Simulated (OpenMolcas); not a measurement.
PF⁺ at 1.551 Å: OpenMolcas input and output

Input (each module block was a call of its own in one work directory; start orbitals came from a preliminary run):

```
&GATEWAY
Coord
2
angstrom
P 0.0 0.0 0.0
F 0.0 0.0 1.5510
Basis=ANO-RCC-VTZP
Group=XY
RX2C
AMFI
ANGMom
0.0 0.0 0.0
RICD
&SEWARD
&GUESSORB
* RASSCF and CASPT2 blocks for each multiplicity and irrep, as for the first:
&RASSCF
FileOrb=$CurrDir/o22.orb
Symmetry=2
Spin=2
nActEl=9 0 0
Inactive=5 2
RAS2=3 4
CIRoot=4 4 1
Linear
Iterations=120 100
OrbListing=Nothing
PRWF=0.15
>>COPY $Project.RasOrb $CurrDir/o22.orb
>>COPY $Project.rasscf.h5 $CurrDir/r22.h5
&CASPT2
XMultistate=all
Imaginary=0.2
IPEA=0.25
MaxIter=40
>>COPY $Project.JobMix JOB001
&RASSI
Nr of JobIphs=4 4 1 1 2
1 2 3 4
1
1
1 2
SpinOrbit
EJob
Omega
MEES
MESO
Properties=4
'AngMom' 3 'Mltpl  1' 1 'Mltpl  1' 2 'Mltpl  1' 3
Thrs=1.0d-4
>>COPY $Project.rassi.h5 $CurrDir/so.h5
```

```bash
pymolcas m.inp
```

C2 symmetry about the axis (a holds Σ, Δ, Γ; b holds Π, Φ, H; Σ⁺ and Σ⁻ are not told apart); roots by multiplicity and irrep: 2b 4, 4a 1, 2a 1, 4b 2.

RASSI part of the output, in excerpt:

```
SPIN-FREE ENERGIES:
  (Shifted by EMIN (a.u.) =       -441.1419503584)
 SF State       Relative EMIN(au)   Rel lowest level(eV)    D:o, cm**(-1)      Abs_M
     1             0.0000000000        0.0000000000              0.0000         1.0
     2             0.0000000000        0.0000000000              0.0000         1.0
     5             0.1647200308        4.4822603809          36151.8680         0.0
     6             0.1742217324        4.7408148529          38237.2505         0.0
     7             0.2632001347        7.1620405260          57765.7525         1.0
     8             0.2632001347        7.1620405260          57765.7525         1.0
     3             0.2820784479        7.6757455977          61909.0634         1.0
     4             0.2820784479        7.6757455977          61909.0634         1.0
++ Dipole transition strengths (spin-free states):
     for osc. strength at least  1.00000000E-05
      From   To        Osc. strength     Einstein coefficients Ax, Ay, Az (sec-1)    Total A (sec-1)
         1    6       1.41043027E-02  1.31017762E+07  6.53431674E+05  0.00000000E+00  1.37552079E+07
         1    3       4.32986158E-03  0.00000000E+00  0.00000000E+00  1.10694159E+07  1.10694159E+07
         1    4       3.58370093E-03  0.00000000E+00  0.00000000E+00  9.16183471E+06  9.16183471E+06
         2    6       1.41043030E-02  6.53429397E+05  1.31017788E+07  0.00000000E+00  1.37552082E+07
         2    3       3.58370096E-03  0.00000000E+00  0.00000000E+00  9.16183480E+06  9.16183480E+06
         2    4       4.32986151E-03  0.00000000E+00  0.00000000E+00  1.10694158E+07  1.10694158E+07
         5    7       1.79194253E-03  5.79938456E+04  5.00388858E+05  0.00000000E+00  5.58382704E+05
         5    8       1.79194253E-03  5.00388858E+05  5.79938457E+04  0.00000000E+00  5.58382703E+05
 Electric-quadrupole - electric-quadrupole not included
 Electric-dipole - electric-octupole not included
 Electric-dipole - magnetic-quadrupole not included
   Eigenvalues of complex Hamiltonian:
  (Shifted by EMIN (a.u.) =       -441.1419503584)
 SO State       Relative EMIN(au)   Rel lowest level(eV)    D:o, cm**(-1)      Omega
     1            -0.0006510909        0.0000000000              0.0000         0.5
     2            -0.0006510909        0.0000000000              0.0000         0.5
     3             0.0006477387        0.0353429547            285.0602         1.5
     4             0.0006477387        0.0353429547            285.0602         1.5
     5             0.1647197234        4.4999691016          36294.6985         0.5
     6             0.1647197234        4.4999691016          36294.6985         0.5
     7             0.1647211238        4.5000072091          36295.0059         1.5
     8             0.1647211238        4.5000072091          36295.0059         1.5
     9             0.1742229842        4.7585660029          38380.4232         0.5
    10             0.1742229842        4.7585660029          38380.4232         0.5
    11             0.2625644646        7.1624601466          57769.1370         2.5
    12             0.2625644646        7.1624601466          57769.1370         2.5
    13             0.2629634091        7.1733159804          57856.6952         1.5
    14             0.2629634091        7.1733159804          57856.6952         1.5
    15             0.2633867102        7.1848345908          57949.5991         0.5
    16             0.2633867102        7.1848345908          57949.5991         0.5
    17             0.2638360754        7.1970624402          58048.2233         0.5
    18             0.2638360754        7.1970624402          58048.2233         0.5
    19             0.2821027654        7.6941243961          62057.2984         0.5
    20             0.2821027654        7.6941243961          62057.2984         0.5
    21             0.2821053248        7.6941940421          62057.8601         1.5
    22             0.2821053248        7.6941940421          62057.8601         1.5
 Weights of the five most important spin-orbit-free states for each spin-orbit state.
 SO State  Total energy (au)           Spin-free states, spin, and weights
    1        -0.000651       2 0.5  0.5000    1 0.5  0.5000    6 0.5  0.0000    5 1.5  0.0000    7 1.5  0.0000
    2        -0.000651       2 0.5  0.5000    1 0.5  0.5000    6 0.5  0.0000    5 1.5  0.0000    7 1.5  0.0000
    3         0.000648       1 0.5  0.5000    2 0.5  0.5000    5 1.5  0.0000    7 1.5  0.0000    8 1.5  0.0000
    4         0.000648       1 0.5  0.5000    2 0.5  0.5000    5 1.5  0.0000    7 1.5  0.0000    8 1.5  0.0000
    5         0.164720       5 1.5  1.0000    6 0.5  0.0000    7 1.5  0.0000    8 1.5  0.0000    1 0.5  0.0000
    6         0.164720       5 1.5  1.0000    6 0.5  0.0000    8 1.5  0.0000    7 1.5  0.0000    1 0.5  0.0000
    7         0.164721       5 1.5  1.0000    2 0.5  0.0000    1 0.5  0.0000    7 1.5  0.0000    8 1.5  0.0000
    8         0.164721       5 1.5  1.0000    2 0.5  0.0000    1 0.5  0.0000    7 1.5  0.0000    8 1.5  0.0000
    9         0.174223       6 0.5  1.0000    5 1.5  0.0000    2 0.5  0.0000    1 0.5  0.0000    3 0.5  0.0000
   10         0.174223       6 0.5  1.0000    5 1.5  0.0000    2 0.5  0.0000    1 0.5  0.0000    3 0.5  0.0000
   11         0.262564       8 1.5  0.5000    7 1.5  0.5000    6 0.5  0.0000    5 1.5  0.0000    2 0.5  0.0000
   12         0.262564       8 1.5  0.5000    7 1.5  0.5000    6 0.5  0.0000    5 1.5  0.0000    2 0.5  0.0000
   13         0.262963       7 1.5  0.4993    8 1.5  0.4993    4 0.5  0.0007    3 0.5  0.0007    5 1.5  0.0000
   14         0.262963       7 1.5  0.4993    8 1.5  0.4993    4 0.5  0.0007    3 0.5  0.0007    5 1.5  0.0000
   15         0.263387       8 1.5  0.4993    7 1.5  0.4993    4 0.5  0.0007    3 0.5  0.0007    5 1.5  0.0000
   16         0.263387       8 1.5  0.4993    7 1.5  0.4993    4 0.5  0.0007    3 0.5  0.0007    5 1.5  0.0000
   17         0.263836       7 1.5  0.5000    8 1.5  0.5000    5 1.5  0.0000    6 0.5  0.0000    3 0.5  0.0000
   18         0.263836       7 1.5  0.5000    8 1.5  0.5000    5 1.5  0.0000    6 0.5  0.0000    3 0.5  0.0000
   19         0.282103       3 0.5  0.4993    4 0.5  0.4993    7 1.5  0.0007    8 1.5  0.0007    5 1.5  0.0000
   20         0.282103       3 0.5  0.4993    4 0.5  0.4993    7 1.5  0.0007    8 1.5  0.0007    5 1.5  0.0000
   21         0.282105       4 0.5  0.4993    3 0.5  0.4993    7 1.5  0.0007    8 1.5  0.0007    5 1.5  0.0000
   22         0.282105       4 0.5  0.4993    3 0.5  0.4993    7 1.5  0.0007    8 1.5  0.0007    5 1.5  0.0000
++ Dipole transition strengths (SO states):
        for osc. strength at least   1.00000000E-05
      From   To        Osc. strength     Einstein coefficients Ax, Ay, Az (sec-1)    Total A (sec-1)
         1    9       1.41569494E-02  6.95506754E+06  6.95506999E+06  0.00000000E+00  1.39101375E+07
         1   15       1.14913554E-05  0.00000000E+00  0.00000000E+00  2.57403445E+04  2.57403445E+04
         1   19       7.91112828E-03  0.00000000E+00  0.00000000E+00  2.03219970E+07  2.03219970E+07
         2   10       1.41569494E-02  6.95506754E+06  6.95506999E+06  0.00000000E+00  1.39101375E+07
         2   16       1.14913554E-05  0.00000000E+00  0.00000000E+00  2.57403445E+04  2.57403445E+04
         2   20       7.91112828E-03  0.00000000E+00  0.00000000E+00  2.03219970E+07  2.03219970E+07
         3    9       1.40514963E-02  6.80109686E+06  6.80109927E+06  0.00000000E+00  1.36021961E+07
         3   13       1.09767809E-05  0.00000000E+00  0.00000000E+00  2.42680203E+04  2.42680203E+04
         3   21       7.89393913E-03  0.00000000E+00  0.00000000E+00  2.00923425E+07  2.00923425E+07
         4   10       1.40514963E-02  6.80109686E+06  6.80109927E+06  0.00000000E+00  1.36021961E+07
         4   14       1.09767809E-05  0.00000000E+00  0.00000000E+00  2.42680203E+04  2.42680203E+04
         4   22       7.89393913E-03  0.00000000E+00  0.00000000E+00  2.00923425E+07  2.00923425E+07
         5   13       1.78529100E-03  2.76821104E+05  2.76821104E+05  0.00000000E+00  5.53642209E+05
         5   15       1.79287571E-03  2.80397929E+05  2.80397929E+05  0.00000000E+00  5.60795859E+05
         6   14       1.78529100E-03  2.76821104E+05  2.76821104E+05  0.00000000E+00  5.53642209E+05
         6   16       1.79287571E-03  2.80397929E+05  2.80397929E+05  0.00000000E+00  5.60795859E+05
         7   11       1.78032971E-03  2.73806575E+05  2.73806575E+05  0.00000000E+00  5.47613150E+05
         7   17       1.80346957E-03  2.84621729E+05  2.84621729E+05  0.00000000E+00  5.69243458E+05
         8   12       1.78032971E-03  2.73806575E+05  2.73806575E+05  0.00000000E+00  5.47613150E+05
         8   18       1.80346957E-03  2.84621729E+05  2.84621729E+05  0.00000000E+00  5.69243458E+05
 Electric-quadrupole - electric-quadrupole not included
 Electric-dipole - electric-octupole not included
 Electric-dipole - magnetic-quadrupole not included
```

Only roots inside an energy window near the equilibrium distance were included, so the list of states is not complete; labels number the states computed. Each spin and symmetry block has orbitals of its own, averaged over its own roots, so gaps between blocks are less sure than gaps within one and near the minimum can be off by tenths of an eV, in bad cases by more. No Rydberg orbitals are active, so Rydberg states, and σ→σ* states whose orbital the CASSCF left unused, can be missing between those listed.
